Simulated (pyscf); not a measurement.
Single points on ωB97X-D3(BJ)/def2-SVP structures (PySCF, gas phase). MP2 and CC: frozen core, UHF for open shells. ΔMP2 is the change of the MP2 total energy from the triple- to the quadruple-zeta basis.

Q: What is the homolytic dissociation enthalpy (298 K, CCSD(T)/def2-TZVPP + ΔMP2(QZVPP)) of the Br–C bond of HC≡C–Br, to •C≡CH + Br•?

A: Br–C to •C≡CH + Br•: 100.3 kcal/mol. The radicals are drawn with the spin at the cut bond; how far it spreads was not checked. The CCSD(T) − MP2 part came from Ansatz, without density fitting, on the same reference. An open-shell T1 diagnostic exceeds 0.045. A UHF reference is spin-contaminated (<S²> up to 1.15), which harms MP2 most. The frozen core leaves the outer d or s,p core shells of the metals and heavy elements correlated in the MP2 and CC values, and def2-TZVPP describes them poorly, which can shift differences by a few kcal/mol. Left out: the spin-orbit lowering of Br, which is large for Br, Se, Te and I. C₂H has a Π state close over its Σ ground state, and the state reached was not checked. Elements up to Kr have no core potential and no relativistic terms here.
